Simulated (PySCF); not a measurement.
# NMR data sheet: C2HF3O

* Formula: C2HF3O
* SMILES: O=C(F)C(F)F
* Point group of the computed structure: C1
* Degrees of unsaturation: 1
* Carbon signals: 2
* Proton signals: 1

Numbering as in the mapped SMILES `[O:1]=[C:2]([F:3])[CH:4]([F:5])[F:6]` (H(Xn): hydrogen on atom n).

In vacuum, one averaged value for each set of equivalent atoms, non-relativistic Hamiltonian, one conformer. Couplings computed with B3LYP/pcJ-1; GFN2-xTB geometry; shieldings: GIAO PBE0/pcSseg-1; PySCF.

δ = σ(ref) − σ, references computed at the same level: 1H (σ = 31.72 ppm) and 13C (σ = 186.93 ppm) against TMS; CFCl3 for 19F (σ = 170.95 ppm); 17O (σ = 336.08 ppm) against H2O.

| carbon | δC, type | δH (multiplicity, J in Hz) | HMBC from (abs. J ≥ 3 Hz) | span of the C tensor (ppm) |
| --- | --- | --- | --- | --- |
| C2 | 161.2, C | – | H(C4) | 209 |
| C4 | 112.5, CH | 6.30 (td, 57.1, 5.7) | – | 41 |

Other nuclei:
```tsv
atoms	nucleus	environment	δ (ppm)	σ (ppm)
F3	19F	fluorine bonded to C	34.1	136.9
F5/F6	19F	fluorine of a CF2 group	-148.3	319.3
O1	17O	carbonyl oxygen	461.9	-125.8
```

Selected couplings (Hz, signed; the shortest-range and largest first, 30 at most; isotopes 13C, 19F, 1H): 1J(C2,F3) -444.6, 1J(C4,F5) -318.5, 1J(C4,H(C4)) 191.9, 1J(C2,C4) 93.9, 2J(F3,C4) 89.9, 2J(F5,H(C4)) 57.1, 2J(C2,F5) 30.9, 3J(F3,F5) -10.3, 3J(F3,H(C4)) -5.7.

Carbon types of the structure: 1 × C, 1 × CH, which accounts for all hydrogens. δC 161.2: carbonyl carbon. δC 112.5: sp3 CH bonded to 2 F, α to a carbonyl; 2 electronegative neighbours deshield it. δH 6.30: hydrogen on an sp3 CH bonded to 2 F, α to a carbonyl; its carbon carries F, which withdraws density.

Common functionals overestimate the size of one-bond C–F couplings by tens of Hz; these are unscaled. Splittings below 1 Hz are ignored in the labels, and close J values are merged. Shifts are as computed. Against solution values, carbons near 30 ppm lie about +3 ppm off and those near 130 ppm about +5 ppm. Of 1211 compounds with measured shifts, 218 miss one by over three times the rms of a fit or turn the order of signals round; such compounds aren't used in these exercises. Unscaled 19F shifts against computed CFCl3 carry errors that often reach 10 to 50 ppm. Unscaled 17O shifts of doubly bonded oxygen tend to come out too high, by tens of ppm or more. Experimental scales use liquid or dissolved standards, which lie at an offset from isolated H2O (liquid H2O: subtract about 36 ppm). Vicinal couplings across rotatable single bonds and in flexible rings belong to the one computed conformer; a conformer average would change them.
